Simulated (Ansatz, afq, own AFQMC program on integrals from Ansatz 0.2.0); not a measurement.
**Atomization energy of TaCl, septet**

```tsv
atom	x (Å)	y (Å)	z (Å)
Ta	0.0000	0.0000	0.0000
Cl	0.0000	0.0000	2.8752
```

Atoms in their ground-state spins without spin–orbit coupling (mostly on UHF) minus the molecule (UHF), without zero-point energy. The geometry is a stationary point, not shown to be a minimum.

Basis def2-TZVPP with its core potentials. Noble-gas cores (and the filled d shells of Ga–Kr and In–Xe) are frozen. AFQMC by an in-house program on the Cholesky factors that Ansatz 0.2.0 writes for its CCSD(T) run. ph-AFQMC/CISD is guided by a CISD state made of CCSD amplitudes; releasing the constraint for a short imaginary time cuts its bias at the price of noise, slowly where states lie close. Error bars are statistical, one sigma. No spin–orbit coupling. The metal's outer-core s and p shells are frozen, which shifts wave-function levels against functionals. The errors of all members are added in quadrature.

No full CI on the walks' own integrals is used here; CCSDT(Q) serves as the reference and is uncertain by about the last step of the cluster series. Each member takes its own surest rung, up to full CI.

Errors are counted within def2-TZVPP, not against nature.

Cautions: no spin-orbit coupling; outer-core shells of the metal frozen; TaCl (septet): lower spins were not checked, the released energies are still falling, so no released level is given (meV from the phaseless value at times in 1/Eh: -20 ± 3 at 0.60, -40 ± 5 at 1.20, -47 ± 7 at 2.00, -42 ± 11 at 3.00, -101 ± 22 at 4.20), though the last usable value meets CCSDT(Q) within the noise, its ph-AFQMC/CISD value lies 54 ± 5 meV above CCSDT(Q); Ta (quartet): released walk and highest rung disagree, its ph-AFQMC/CISD value lies 48.3 ± 2.1 meV above full CI.

Reference (CCSDT(Q)): -82.3 kJ/mol.

| level | atomization energy (kJ/mol) | error against CCSDT(Q) (kJ/mol) |
| --- | --- | --- |
| HF | -38.3 | 44.0 |
| MP2 | -61.8 | 20.5 |
| CCSD | -75.3 | 7.0 |
| CCSD(T) | -79.5 | 2.8 |
| CCSDT | -81.8 | 0.5 |
| ph-AFQMC/HF | -79.2 ± 3.2 | 3.1 ± 3.2 |
| ph-AFQMC/CISD | -82.4 ± 0.5 | -0.1 ± 0.5 |

Correlation beyond CCSD(T) takes off 2.8 kJ/mol. The perturbative (T) step is worth −4.2 kJ/mol.

A walk keeps the symmetry of its determinant, which the program's search chose and which needn't be the lowest solution, so a lower state of the same spin and another symmetry isn't excluded.
